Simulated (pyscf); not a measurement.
# Four-centre exchange: HB=NH (SMILES B=N) + HCl (SMILES Cl) → HN=B–Cl (SMILES N=BCl) + H₂ (SMILES [H][H])

Gas phase, singlet surface, charge 0. Bonds broken: B1–H3, Cl5–H6. Bonds formed: B1–Cl5, H3–H6. PySCF, gas phase, ωB97X-D3(BJ)/def2-SVP geometries.

Transition state (Å):

```xyz
6

B      0.7621    -0.2336     0.3153
N      0.1292     0.3746    -0.6249
H      0.3897    -0.4175     1.5414
H      0.4425     0.5070    -1.5788
Cl     2.5487    -1.1994     0.5015
H      1.3630    -0.8839     1.4471
```

One imaginary mode, 1249i cm⁻¹; descent along it reached the two sides named.

```
bond    change  reactant side (Å)  saddle  product side
------  ------  -----------------  ------  ------------
B1–H3   breaks              1.184   1.295           3.0
Cl5–H6  breaks              1.284   1.549           3.6
B1–Cl5   forms                3.4   2.039         1.705
H3–H6    forms                4.0   1.083         0.760
```

Electronic energies relative to the separated reactants (kJ/mol):

| level | barrier | reaction energy | reverse barrier |
|---|---|---|---|
| ωB97X-D3(BJ)/def2-TZVP | 191.2 | -38.1 | 229.3 |
| PBE/def2-TZVP | 144.4 | -41.3 | 185.7 |
| r²SCAN/def2-TZVP | 157.9 | -42.9 | 200.8 |
| B3LYP-D3(BJ)/def2-TZVP | 183.4 | -37.3 | 220.7 |
| PBE0-D3(BJ)/def2-TZVP | 162.6 | -39.1 | 201.6 |
| M06-2X/def2-TZVP | 190.4 | -40.7 | 231.1 |
| ωB97M-D3(BJ)/def2-TZVP | 191.8 | -33.3 | 225.1 |
| HF/def2-TZVP | 276.3 | -20.3 | 296.6 |

With ωB97M-D3(BJ)/def2-TZVP energies and thermal terms (ideal gas, 1 atm, RRHO with modes under 100 cm⁻¹ raised to 100, one conformer, R ln 2 for chiral ones without a mode under 150 cm⁻¹), in kJ/mol:

```
T (K)    ΔH‡    ΔG‡     ΔH     ΔG
-----  -----  -----  -----  -----
298    186.4  222.6  -40.4  -34.1
600    184.1  260.3  -37.3  -29.0
900    183.9  298.5  -35.2  -25.4
1200   184.5  336.7  -33.9  -22.3
```

The same reactants have a lower exit, to H₂N–BH–Cl (barrier +55.6 kJ/mol at ωB97M-D3(BJ)/def2-TZVP, against +191.8 kJ/mol here). This is the saddle that the search found; another between the same sides may lie lower.
